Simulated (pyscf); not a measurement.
H₂N–SiH(NH₂)–Cl + hydrogen (H₂) → H₂N–SiH₂–Cl + ammonia (NH₃), a four-centre exchange (singlet surface; N–Si, H–H broken, H–Si, H–N formed). Optimised with ωB97X-D3(BJ)/def2-SVP in PySCF. Energies in kJ/mol from the separated reactants.

AM1 to PM7: differences of heats of formation from MOPAC. 

Q: In single points PM7 puts the saddle at 321.9 kJ/mol and the reaction energy at +182.1 kJ/mol. Should these be trusted to within a few kcal/mol? Compare with ωB97M-D3(BJ)/def2-TZVP.

A: ωB97M-D3(BJ)/def2-TZVP gives ΔE‡ = 193.6 kJ/mol and ΔE = +50.3 kJ/mol. PM7 lies 128.3 kJ/mol over it in the barrier and 131.8 kJ/mol over it in the reaction energy, so on this step it does not hold to within 12.6 kJ/mol. ωB97M-D3(BJ)/def2-TZVP has limits of its own. At the saddle there is also a short H–Si contact that neither side keeps. This is the saddle that the search found; another between the same sides may lie lower.
